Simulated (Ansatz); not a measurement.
**Si2H3Cl (SMILES [SiH2]=[SiH]Cl): one structure at several levels**

The atoms stand at a structure displaced at random from a GFN2-xTB minimum. How far do the functionals agree with CCSD(T) there?

Method: single points in def2-TZVPP; program: Ansatz 0.2.0, Gaussian basis.

Cores are frozen in the correlated methods.

### 1 Where the work starts

SMILES `[SiH2]=[SiH]Cl`, 6 atoms, charge 0, spin multiplicity 1.

Atoms are counted from 1 here; the program's logs count them from 0.

Bond lengths: Si1–Si2 2.258 Å, Si1–H4 1.477 Å, Si1–H5 1.514 Å, Si2–Cl3 2.099 Å, Si2–H6 1.468 Å. Angles: Si2–Si1–H4 113.1°, Si2–Si1–H5 120.2°, H4–Si1–H5 103.2°, Si1–Si2–Cl3 116.8°, Si1–Si2–H6 116.6°, Cl3–Si2–H6 101.6°.

As a file:

```xyz
6
ClH3Si2
Si   -0.4970    0.3416   -1.0235
Si    0.3435   -0.4890    0.9001
Cl    1.9446    0.5587    1.7640
H    -1.7236   -0.3504   -1.4676
H    -0.8713    1.8058   -1.1205
H     0.8776   -1.8550    0.8471
```

### 2 CCSD(T)/def2-TZVPP

Input file run/in.yaml:

```yaml
crystal:
  periodic: [false, false, false]
  atoms:
    - {symbol: Si, position_ang: [-0.497000, 0.341600, -1.023500]}
    - {symbol: Si, position_ang: [0.343500, -0.489000, 0.900100]}
    - {symbol: Cl, position_ang: [1.944600, 0.558700, 1.764000]}
    - {symbol: H, position_ang: [-1.723600, -0.350400, -1.467600]}
    - {symbol: H, position_ang: [-0.871300, 1.805800, -1.120500]}
    - {symbol: H, position_ang: [0.877600, -1.855000, 0.847100]}
basis:
  gaussian: {orbitals: def2-TZVPP}
correlation: {method: ccsd_t}
output: {forces: true}
```

No record of the launch command was kept for these runs.

### 3 PBE0-D4/def2-TZVPP

run/in.yaml: that of step 2 with these lines changed.

```diff
@@ -11,3 +11,3 @@
   gaussian: {orbitals: def2-TZVPP}
-correlation: {method: ccsd_t}
-output: {forces: true}
+hamiltonian: {xc: pbe0, dispersion: d4}
+output: {forces: true, orbitals: {seedname: orbitals}}
```

### 4 wB97M-V/def2-TZVPP

run/in.yaml: that of step 3 with these lines changed.

```diff
@@ -11,3 +11,3 @@
   gaussian: {orbitals: def2-TZVPP}
-hamiltonian: {xc: pbe0, dispersion: d4}
-output: {forces: true, orbitals: {seedname: orbitals}}
+hamiltonian: {xc: {name: wB97M-V}}
+output: {forces: true}
```

### 5 r2SCAN-D4/def2-TZVPP

run/in.yaml: that of step 4 with these lines changed.

```diff
@@ -11,3 +11,3 @@
   gaussian: {orbitals: def2-TZVPP}
-hamiltonian: {xc: {name: wB97M-V}}
+hamiltonian: {xc: r2scan, dispersion: d4}
 output: {forces: true}
```

### 6 PBE-D4/def2-TZVPP

run/in.yaml: that of step 5 with these lines changed.

```diff
@@ -11,3 +11,3 @@
   gaussian: {orbitals: def2-TZVPP}
-hamiltonian: {xc: r2scan, dispersion: d4}
+hamiltonian: {xc: pbe, dispersion: d4}
 output: {forces: true}
```

### 7 HSE06-D4/def2-TZVPP

run/in.yaml: that of step 6 with these lines changed.

```diff
@@ -11,3 +11,3 @@
   gaussian: {orbitals: def2-TZVPP}
-hamiltonian: {xc: pbe, dispersion: d4}
+hamiltonian: {xc: hse06, dispersion: d4}
 output: {forces: true}
```

### 8 BLYP-D4/def2-TZVPP

run/in.yaml: that of step 7 with these lines changed.

```diff
@@ -11,3 +11,3 @@
   gaussian: {orbitals: def2-TZVPP}
-hamiltonian: {xc: hse06, dispersion: d4}
+hamiltonian: {xc: {name: BLYP}, dispersion: d4}
 output: {forces: true}
```

(Steps that only read results are left out.)

Q: Predict the outcome of this session. Wanted: energy less free atoms, CCSD(T)/def2-TZVPP; RMS force component; RMS force error; HOMO and LUMO, PBE0-D4; T1 diagnostic.

**Answer**, as computed:

| quantity | value |
| --- | --- |
| energy less free atoms, CCSD(T)/def2-TZVPP | -16.119 eV |
| RMS force component | 0.258 to 0.375 eV/Å over the methods |
| RMS force error | PBE0-D4 0.130, wB97M-V 0.131, r2SCAN-D4 0.105, PBE-D4 0.177, HSE06-D4 0.125, BLYP-D4 0.172 eV/Å |
| HOMO and LUMO, PBE0-D4 | -6.48 and -2.96 eV |
| T1 diagnostic | 0.018 |

Against CCSD(T) the functionals' energies less atoms differ by -0.618 to -0.338 eV, PBE-D4 by -0.616 eV. The reference is not at the basis limit: in triple zeta CCSD(T) underbinds, which counts against methods that bind more; the gaps are no ranking. The forces of r2SCAN-D4 come nearest to CCSD(T), those of PBE-D4 are farthest. Frozen-core CCSD(T) forces in triple zeta carry basis errors of their own, and this is one geometry, so small gaps rank nothing. The restricted Hartree–Fock reference is unstable towards an unrestricted one at one or more of these structures.
